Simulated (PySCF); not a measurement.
Atoms are numbered as in `[F:1][C:2]([Cl:3])([Cl:4])[Cl:5]`.

Geometry: GFN2-xTB; GIAO absolute shieldings from PySCF 2.14, gas phase, non-relativistic, averaged over equivalent atoms.

At KT3/def2-SVPD (124 basis functions, about 6 core-seconds):
| atoms | σ (ppm) |
| --- | --- |
| F1 | 169.6 |
| C2 | 48.7 |
| Cl3/Cl4/Cl5 | 428.3 |

Question: What do these become at PBE/def2-SVPD?

Answer: 
```json
{"atoms": "F1", "σ at PBE/def2-SVPD": "168.5", "change": "-1.1"}
{"atoms": "C2", "σ at PBE/def2-SVPD": "41.7", "change": "-7.0"}
{"atoms": "Cl3/Cl4/Cl5", "σ at PBE/def2-SVPD": "406.1", "change": "-22.2"}
```

The largest change is at Cl3/Cl4/Cl5 (chlorine bonded to C). Cost: 124 basis functions, roughly 6 core-seconds.

Carbons that carry Cl, above all several Cl atoms, come out too deshielded, partly because spin–orbit coupling is missing.
